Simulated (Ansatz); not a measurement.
Cost and result for the atomization energy of CH5BO, SMILES `CBO` (8 atoms, 7 bonds).

Charge 0, multiplicity 1. Geometry: relaxed with PBE0-D4/def2-TZVP. It is one conformer, not always the lowest. Program: Ansatz. All runs use 2 threads of a server CPU on a shared host. Times are those of one run each, without the atoms' runs, and a repeat can differ threefold. Electronic energies, without spin–orbit coupling; frozen cores. CCSD(T)/CBS adds CCSD(T) − MP2 in def2-TZVPP to the MP2 limit, and its time is that of the two runs behind it. T1 = 0.012. B3LYP takes the VWN-RPA correlation (the form of Gaussian; ORCA's B3LYP/G). HSE06 is the plane-wave form, built on full-range PBE exchange.

CCSD(T)/CBS is a level of theory with its own doubt, some kJ/mol a heavy atom from the limit and from the frozen cores, so smaller differences don't rank the functionals.

| level | functions | wall time |
| --- | --- | --- |
| LDA (SPW92)/def2-TZVPP | 163 | 0.6 s |
| PBE0-D4/def2-TZVPP | 163 | 1.2 s |
| HSE06-D4/def2-TZVPP | 163 | 1.4 s |
| B3LYP-D4/def2-TZVPP (with forces) | 163 | 1.6 s |
| r2SCAN-D4/def2-TZVPP (with forces) | 163 | 2 s |
| CCSD(T)/def2-SVP | 67 | 2.1 s |
| PBE-QIDH/def2-TZVPP | 163 | 2.5 s |
| ωB97X-V/def2-TZVPP | 163 | 3.2 s |
| B97M-V/def2-TZVPP | 163 | 3.4 s |
| ωB97M-V/def2-TZVPP (with forces) | 163 | 4.3 s |
| MP2/def2-QZVPP | 321 | 9 s |
| CCSD(T)/def2-TZVPP | 163 | 17 s |
| CCSD(T)/CBS(def2) | – | 26 s |

**Question.** What atomization energy does each give, and how far from CCSD(T)/CBS? (Estimate.)

**Answer.** Computed: 
```
                             level  atomization (kcal/mol)  difference from CCSD(T)/CBS  per bond
            LDA (SPW92)/def2-TZVPP                   840.1                         98.2      14.0
                PBE0-D4/def2-TZVPP                   743.1                          1.2       0.2
               HSE06-D4/def2-TZVPP                   743.7                          1.8       0.3
 B3LYP-D4/def2-TZVPP (with forces)                   744.6                          2.7       0.4
r2SCAN-D4/def2-TZVPP (with forces)                   746.1                          4.2       0.6
                  CCSD(T)/def2-SVP                   711.7                        -30.2      -4.3
               PBE-QIDH/def2-TZVPP                   739.0                         -2.9      -0.4
                ωB97X-V/def2-TZVPP                   742.6                          0.7       0.1
                 B97M-V/def2-TZVPP                   745.3                          3.4       0.5
  ωB97M-V/def2-TZVPP (with forces)                   746.0                          4.1       0.6
                    MP2/def2-QZVPP                   746.3                          4.4       0.6
                CCSD(T)/def2-TZVPP                   726.0                        -15.9      -2.3
                 CCSD(T)/CBS(def2)                   741.9                          0.0       0.0
```

At CCSD(T), def2-SVP lies −30.2 kcal/mol from the extrapolated value and def2-TZVPP −15.9 kcal/mol: correlation converges slowly with the basis, and small sets miss more of it in the bonded molecule than in its fragments. From r2SCAN to r2SCAN0 (25 % exact exchange), in def2-TZVPP and without D4, the atomization energy moves by −9.5 kcal/mol: exact exchange takes away binding that semilocal exchange gives to molecules. In def2-TZVPP, CCSD(T) changes the Hartree–Fock value by +160.3 kcal/mol (the triples alone add +8.2 kcal/mol) and MP2 by +171.2 kcal/mol; breaking electron pairs costs correlation energy, which Hartree–Fock lacks.
